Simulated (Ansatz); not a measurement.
# H$_{2}$Si–OH, H$_{2}$Ge–OH: atomization energies

Ansatz 0.2.0, basis cc-pVDZ; geometries are PBE0/def2-TZVP minima. Wave-function levels freeze the cores with the filled d shells of p-block atoms; HF, MP2 and coupled cluster are restricted for singlets and unrestricted otherwise, atoms included, restricted open-shell where a d shell is frozen. The reference is CCSDT(Q) (coupled cluster only where its series has nearly closed). An error is the level's value less the reference. None of these values is a measured one. Energies are electronic, without zero-point terms. No spin–orbit coupling and no scalar relativity. The set is small: it underbinds, by tens of kJ/mol for each bond, so near ties and functionals' places can change in larger sets. The species are chosen: bound, without strong static correlation by their natural occupations or amplitudes, in their lowest spin state as far as vertical gaps and like structures tell, and with a ladder that closes on the reference, so errors are smaller than for species at large; levels whose determinant breaks symmetry or spin markedly are left out.

```
         species                                                                             bonds (Å)     quantity  symmetry of the states  reference  value (kcal/mol)  error CCSD  error CCSD(T)  error CCSDT
H2Si–OH, doublet  O–Si 1.652, Si–H 1.487/1.497, O–H 0.958, angles at O 117°, angles at Si 106/110/111°  atomization                       A   CCSDT(Q)             322.5        -3.2           -0.5         -0.4
H2Ge–OH, doublet  O–Ge 1.786, Ge–H 1.546/1.557, O–H 0.960, angles at O 113°, angles at Ge 104/109/112°  atomization                       A   CCSDT(Q)             296.5        -3.7           -0.6         -0.4
```

The reference falls from Si to Ge, by 26.0 kcal/mol in all.
